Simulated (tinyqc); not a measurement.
RKS/LDA (VWN5) in the sto-3g basis, for CH2, spin multiplicity 1, step by step (part 2 of 2). This run ends on a higher stationary point, not on the lowest solution. Computed by tinyqc, a small Python program that keeps every step (integrals from PySCF). Command: `OMP_NUM_THREADS=1 python tinyqc.py 21573 21574 out.jsonl` (the two numbers bound the seeds that draw the settings). One thread of a shared host (Intel(R) Xeon(R) Processor @ 2.60GHz), about 2 s of CPU time with the checks.

Geometry (angstrom):
```
atom         x          y         z
C     0.000000   0.000000  0.000000
H     0.000000   1.009000  0.512000
H     0.000000  -1.009000  0.512000
```

## Iteration 2: DIIS over 2 matrices

error matrix X^T (FDS - SDF) X:
$$\begin{pmatrix}
0.000000 & 0.000000 & 0.081782 & 0.000000 & -0.290447 & 0.000000 & -0.585100 \\
0.000000 & 0.000000 & 0.000000 & 0.000000 & 0.000000 & -0.551225 & 0.000000 \\
-0.081782 & 0.000000 & 0.000000 & 0.000000 & -0.106882 & 0.000000 & -0.181255 \\
0.000000 & 0.000000 & 0.000000 & 0.000000 & 0.000000 & 0.000000 & 0.000000 \\
0.290447 & 0.000000 & 0.106882 & 0.000000 & 0.000000 & 0.000000 & -0.120954 \\
0.000000 & 0.551225 & 0.000000 & 0.000000 & 0.000000 & 0.000000 & 0.000000 \\
0.585100 & 0.000000 & 0.181255 & 0.000000 & 0.120954 & 0.000000 & 0.000000
\end{pmatrix}$$

B (overlaps of the stored error matrices):
$$\begin{pmatrix}
3.7762491e+00 & -2.2106144e+00 \\
-2.2106144e+00 & 1.5922897e+00
\end{pmatrix}$$

Minimise |sum c_i e_i|^2 with sum c_i = 1: solve [B -1; -1 0][c; lambda] = [0; -1] with B_ij = tr e_i^T e_j, and take F = sum c_i F_i.

DIIS coefficients: [0.388457, 0.611543]

extrapolated F (hartree), order 1C 1s, 1C 2s, 1C 2px, 1C 2py, 1C 2pz, 2H 1s, 3H 1s:
$$\begin{pmatrix}
-9.409740 & -2.621132 & 0.000000 & 0.000000 & -0.008328 & -0.605612 & -0.605612 \\
-2.621132 & -1.089545 & 0.000000 & 0.000000 & -0.080856 & -0.462846 & -0.462846 \\
0.000000 & 0.000000 & 0.004693 & 0.000000 & 0.000000 & 0.000000 & 0.000000 \\
0.000000 & 0.000000 & 0.000000 & -0.110784 & 0.000000 & -0.211933 & 0.211933 \\
-0.008328 & -0.080856 & 0.000000 & 0.000000 & -0.026653 & -0.124441 & -0.124441 \\
-0.605612 & -0.462846 & 0.000000 & -0.211933 & -0.124441 & -0.239106 & -0.131380 \\
-0.605612 & -0.462846 & 0.000000 & 0.211933 & -0.124441 & -0.131380 & -0.239106
\end{pmatrix}$$

## Iteration 2: diagonalisation and new density

X, order 1C 1s, 1C 2s, 1C 2px, 1C 2py, 1C 2pz, 2H 1s, 3H 1s:
$$\begin{pmatrix}
-0.309601 & 0.000000 & 0.779596 & 0.000000 & -0.584096 & 0.000000 & 0.186078 \\
1.227494 & 0.000000 & -0.280528 & 0.000000 & -0.246532 & 0.000000 & 0.461477 \\
0.000000 & 0.000000 & 0.000000 & 1.000000 & 0.000000 & 0.000000 & 0.000000 \\
0.000000 & 1.104828 & 0.000000 & 0.000000 & 0.000000 & 0.602568 & 0.000000 \\
0.489075 & 0.000000 & 0.618865 & 0.000000 & 0.699175 & 0.000000 & 0.178146 \\
-0.818625 & -0.864424 & -0.172875 & 0.000000 & 0.134475 & 0.385074 & 0.364011 \\
-0.818625 & 0.864424 & -0.172875 & 0.000000 & 0.134475 & -0.385074 & 0.364011
\end{pmatrix}$$

Diagonalise F' = X^T F X, C = X C', fill 4 alpha and 4 beta electrons from the bottom; D = 2 C_occ C_occ^T. Each column has its largest component positive (the first on a tie).

F' = X^T F X (hartree):
$$\begin{pmatrix}
0.296831 & 0.000000 & 0.584728 & 0.000000 & -0.417964 & 0.000000 & 0.132040 \\
0.000000 & 0.513396 & 0.000000 & 0.000000 & 0.000000 & 0.038415 & 0.000000 \\
0.584728 & 0.000000 & -4.380594 & 0.000000 & 4.071654 & 0.000000 & -2.192412 \\
0.000000 & 0.000000 & 0.000000 & 0.004693 & 0.000000 & 0.000000 & 0.000000 \\
-0.417964 & 0.000000 & 4.071654 & 0.000000 & -3.818300 & 0.000000 & 2.094630 \\
0.000000 & 0.038415 & 0.000000 & 0.000000 & 0.000000 & -0.268874 & 0.000000 \\
0.132040 & 0.000000 & -2.192412 & 0.000000 & 2.094630 & 0.000000 & -1.628233
\end{pmatrix}$$

orbital energies (hartree): MO1 -9.420614, MO2 -0.468755, MO3 -0.270756, MO4 -0.031642, MO5 0.004693, MO6 0.390716, MO7 0.515278

coefficients C, order 1C 1s, 1C 2s, 1C 2px, 1C 2py, 1C 2pz, 2H 1s, 3H 1s:
$$\begin{pmatrix}
0.989780 & -0.228300 & 0.000000 & 0.122315 & 0.000000 & -0.180748 & 0.000000 \\
0.043698 & 0.690948 & 0.000000 & -0.532091 & 0.000000 & 1.047251 & 0.000000 \\
0.000000 & 0.000000 & 0.000000 & 0.000000 & 1.000000 & 0.000000 & 0.000000 \\
0.000000 & 0.000000 & 0.547786 & 0.000000 & 0.000000 & 0.000000 & 1.132989 \\
0.005406 & 0.156401 & 0.000000 & 0.838699 & 0.000000 & 0.644098 & 0.000000 \\
-0.010803 & 0.267048 & 0.426909 & 0.195780 & 0.000000 & -0.860731 & -0.844547 \\
-0.010803 & 0.267048 & -0.426909 & 0.195780 & 0.000000 & -0.860731 & 0.844547
\end{pmatrix}$$

D after iteration 2, order 1C 1s, 1C 2s, 1C 2px, 1C 2py, 1C 2pz, 2H 1s, 3H 1s:
$$\begin{pmatrix}
2.093493 & -0.359150 & 0.000000 & 0.000000 & 0.144459 & -0.095425 & -0.095425 \\
-0.359150 & 1.524879 & 0.000000 & 0.000000 & -0.675927 & 0.159743 & 0.159743 \\
0.000000 & 0.000000 & 0.000000 & 0.000000 & 0.000000 & 0.000000 & 0.000000 \\
0.000000 & 0.000000 & 0.000000 & 0.600139 & 0.000000 & 0.467710 & -0.467710 \\
0.144459 & -0.675927 & 0.000000 & 0.000000 & 1.455815 & 0.411818 & 0.411818 \\
-0.095425 & 0.159743 & 0.000000 & 0.467710 & 0.411818 & 0.584026 & -0.144980 \\
-0.095425 & 0.159743 & 0.000000 & -0.467710 & 0.411818 & -0.144980 & 0.584026
\end{pmatrix}$$

## Convergence

Stop when the energy changes by less than 1e-10 hartree and every element of the error matrix X^T (F D S - S D F) X is below 3e-06.

Course of the cycle:
```
iteration   E (hartree)     change  largest element of the error matrix
1          -36.60068147          -                             9.23e-01
2          -37.83215446  -1.23e+00                             5.85e-01
3          -38.17679200  -3.45e-01                             4.02e-02
4          -38.05520805   1.22e-01                             1.24e-01
5          -38.06203555  -6.83e-03                             1.05e-01
6          -38.17326158  -1.11e-01                             1.02e-01
7          -38.17516163  -1.90e-03                             7.87e-02
8          -38.05697795   1.18e-01                             1.19e-01
9          -38.05309630   3.88e-03                             1.29e-01
10         -38.04964792   3.45e-03                             1.38e-01
11         -38.17676401  -1.27e-01                             5.13e-02
12         -38.17527620   1.49e-03                             7.67e-02
13         -38.05809674   1.17e-01                             1.16e-01
14         -38.05551215   2.58e-03                             1.23e-01
...                 ...        ...                                  ...
48         -38.05962894   4.60e-02                             1.13e-01
49         -38.08407336  -2.44e-02                             9.62e-02
50         -38.14853854  -6.45e-02                             9.30e-02
51         -38.14087222   7.67e-03                             8.99e-02
52         -38.06430195   7.66e-02                             1.10e-01
53         -38.16966253  -1.05e-01                             6.69e-02
54         -38.17678491  -7.12e-03                             2.61e-02
55         -38.06344811   1.13e-01                             1.04e-01
56         -38.04975988   1.37e-02                             1.38e-01
57         -38.05023072  -4.71e-04                             1.36e-01
58         -38.04773678   2.49e-03                             1.42e-01
59         -38.05180046  -4.06e-03                             1.33e-01
60         -38.17509878  -1.23e-01                             7.92e-02
61         -38.17475729   3.41e-04                             3.36e-02
```

PySCF RKS in the same basis, fine grid = -38.17404853 hartree

Not converged within the cap of 61 iterations: the residual wanders without falling. Reruns (cap 100 unless said): damping 0.5: not converged; level shift 0.5: converged in 15 to a higher stationary point; atomic densities as start, DIIS 8: not converged; the original settings with a cap of 400: not converged.
